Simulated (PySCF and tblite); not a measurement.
Results of a calculation; reference values are marked as such.
Molecule: 2-methyl-1,3-dioxolane, C4H8O2, numbered as in [CH3:1][CH:2]1[O:3][CH2:4][CH2:5][O:6]1.

The ring 2–3–4–5–6 is held at Altona–Sundaralingam phase angles P (ν_j = ν_max cos(P + 144°(j − 2)), ν_j about the bond from ring atom j to j + 1, counted from 0) and the rest relaxed at GFN2-xTB. Energies: PBE0/pcSseg-1 + D3(BJ). Programs: tblite and PySCF.

Q: Give the DFT energy and dipole along the phase angle P.

A: 
```json
{"phase angle P °": "0", "E kcal/mol": "0.64", "dipole D": "1.17", "amplitude °": "34"}
{"phase angle P °": "36", "E kcal/mol": "0.19", "dipole D": "1.21", "amplitude °": "34"}
{"phase angle P °": "72", "E kcal/mol": "0.00", "dipole D": "1.30", "amplitude °": "36"}
{"phase angle P °": "108", "E kcal/mol": "0.03", "dipole D": "1.30", "amplitude °": "36"}
{"phase angle P °": "144", "E kcal/mol": "0.21", "dipole D": "1.21", "amplitude °": "34"}
{"phase angle P °": "180", "E kcal/mol": "0.64", "dipole D": "1.17", "amplitude °": "33"}
{"phase angle P °": "216", "E kcal/mol": "1.13", "dipole D": "1.34", "amplitude °": "32"}
{"phase angle P °": "252", "E kcal/mol": "1.41", "dipole D": "1.50", "amplitude °": "34"}
{"phase angle P °": "288", "E kcal/mol": "1.42", "dipole D": "1.50", "amplitude °": "34"}
{"phase angle P °": "324", "E kcal/mol": "1.13", "dipole D": "1.34", "amplitude °": "33"}
```

Q: How free is the pseudorotation?

A: The sampled points span 1.42 kcal/mol, from P = 72° to P = 288°; RT at 298 K is 0.59 kcal/mol, so it is hindered but fast.
